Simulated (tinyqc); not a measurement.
Extended Hueckel theory, for HF, step by step. Computed by tinyqc, a small Python program that keeps every step (integrals from PySCF). Settings: charge = 0, K = 1.5, weighted = 1, multiplicity = 1. Command: `OMP_NUM_THREADS=1 python tinyqc.py 26043 26044 out.jsonl` (the two numbers bound the seeds that draw the settings). One thread of a shared host (Intel(R) Xeon(R) Processor @ 2.60GHz), about 0.01 s of CPU time with the checks.

## Overlaps

Geometry (angstrom):
```
atom,x,y,z
F,0.00000,0.00000,0.00000
H,0.00000,0.00000,0.89700
```

Parameters chosen for this run:
```
element,shell,Slater exponent,H_ii (eV)
H,1s,1.30000,-13.60000
F,2s,2.42500,-40.00000
F,2p,2.42500,-18.10000
```

Slater orbitals, each expanded in six Gaussians scaled to its exponent.

overlap S:
```
,1F 2s,1F 2px,1F 2py,1F 2pz,2H 1s
1F 2s,1.00000,0.00000,0.00000,0.00000,0.47671
1F 2px,0.00000,1.00000,0.00000,0.00000,0.00000
1F 2py,0.00000,0.00000,1.00000,0.00000,0.00000
1F 2pz,0.00000,0.00000,0.00000,1.00000,0.38563
2H 1s,0.47671,0.00000,0.00000,0.38563,1.00000
```

## Wolfsberg-Helmholz matrix

diagonal H_ii (eV): 1F 2s -40.00000, 1F 2px -18.10000, 1F 2py -18.10000, 1F 2pz -18.10000, 2H 1s -13.60000

K = 1.50000

H_ij = K' S_ij (H_ii + H_jj)/2 for i != j (the diagonal keeps H_ii), with K' = K + D^2 + D^4 (1 - K), D = (H_ii - H_jj)/(H_ii + H_jj), K = 1.5.

H (eV):
```
,1F 2s,1F 2px,1F 2py,1F 2pz,2H 1s
1F 2s,-40.00000,0.00000,0.00000,0.00000,-21.88704
1F 2px,0.00000,-18.10000,0.00000,0.00000,0.00000
1F 2py,0.00000,0.00000,-18.10000,0.00000,0.00000
1F 2pz,0.00000,0.00000,0.00000,-18.10000,-9.29022
2H 1s,-21.88704,0.00000,0.00000,-9.29022,-13.60000
```

## Orbitals

valence electrons = 8

Solve H C = S C e through S^(-1/2); fill by pairs from the bottom, a degenerate level sharing its electrons equally; each orbital has its largest coefficient positive (the first on a tie).

orbital energies (eV): -40.28837  -18.46701  -18.10000  -18.10000  4.90340

occupations: 2.00000  2.00000  2.00000  2.00000  0.00000

coefficients:
```
,MO1,MO2,MO3,MO4,MO5
1F 2s,0.94809,-0.09575,0.00000,0.00000,-0.67537
1F 2px,0.00000,0.00000,0.99866,-0.05175,0.00000
1F 2py,0.00000,0.00000,0.05175,0.99866,0.00000
1F 2pz,-0.02870,0.93124,0.00000,0.00000,-0.60850
2H 1s,0.10197,0.15758,0.00000,0.00000,1.25189
```

sum of one-electron energies = -189.91076 eV

Within a degenerate level the vectors are fixed only up to a rotation; this is one choice.

## Mulliken analysis

P = C n C^T; charge = valence electrons (H 1, F 7) minus the sum of (P S)_ii on the atom; overlap population = 2 sum P_ij S_ij between two atoms.

charges: 1F -0.74083, 2H 0.74083

Overlap populations:
```
pair,value
2-1,0.377414
```
